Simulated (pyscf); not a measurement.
Structures and frequencies: ωB97X-D3(BJ)/def2-SVP in PySCF.

`[Cl][B]([Cl])[Cl]` + `[SiH4]` → `[ClH]` + `[SiH3][B]([Cl])[Cl]`
Surface: singlet. Broken: B–Cl, H–Si. Formed: Cl–H, B–Si. Give ΔE‡ and ΔE from ωB97M-D3(BJ)/def2-TZVP, relative to the separated reactants.

ΔE‡ = 2.01 eV, ΔE = +1.01 eV. Zero-point energy shifts the barrier by -0.01 eV. It is a four-centre exchange, with an imaginary mode of 875i cm⁻¹. The same reactants have a lower exit, to H₃Si–Cl + Cl–BH–Cl (barrier +0.96 eV at ωB97M-D3(BJ)/def2-TZVP, against +2.01 eV here). This is the saddle that the search found; another between the same sides may lie lower.
